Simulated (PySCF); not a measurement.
Compound: C3H2ClNO.
InChI=1S/C3H2ClNO/c4-3-1-5-6-2-3/h1-2H

Level of theory: MP2 and CCSD/aug-cc-pVDZ in PySCF, restricted Hartree–Fock reference, frozen core, non-relativistic, gas phase, PBE0-D3(BJ)/def2-SVP geometry.

E(HF) = -703.53562 Eh.

Q: How large is the problem?

A: 160 basis functions and 52 electrons; 10 orbitals frozen, which leaves o = 16 correlated occupied and v = 134 virtual orbitals. That is o·v = 2144 singles and o·v(o·v + 1)/2 = 2299440 distinct closed-shell doubles amplitudes before symmetry; the costliest CCSD step grows as o²v⁴ = 8.3 × 10^10.

Q: What are the MP2 and CCSD correlation energies?

A: MP2 -0.9137 Eh and CCSD -0.9354 Eh, which gives totals of -704.44934 and -704.47098 Eh. That is 0.795 eV for each correlated electron at CCSD (2456 kJ/mol in all, 0.133 % of the total energy); MP2 gives 97.7 % of the CCSD value.

Q: What is the T1 diagnostic?

A: 0.0155, below the customary warning level of 0.02. It is the norm of the spatial-orbital singles amplitudes over the root of the number of correlated electrons, so the norm is 0.088.

Q: How does correlation change the dipole moment?

A: HF gives 1.78 D and CCSD (unrelaxed density) 1.62 D, a change of -0.16 D.

No triples correction and no basis-set extrapolation were made.
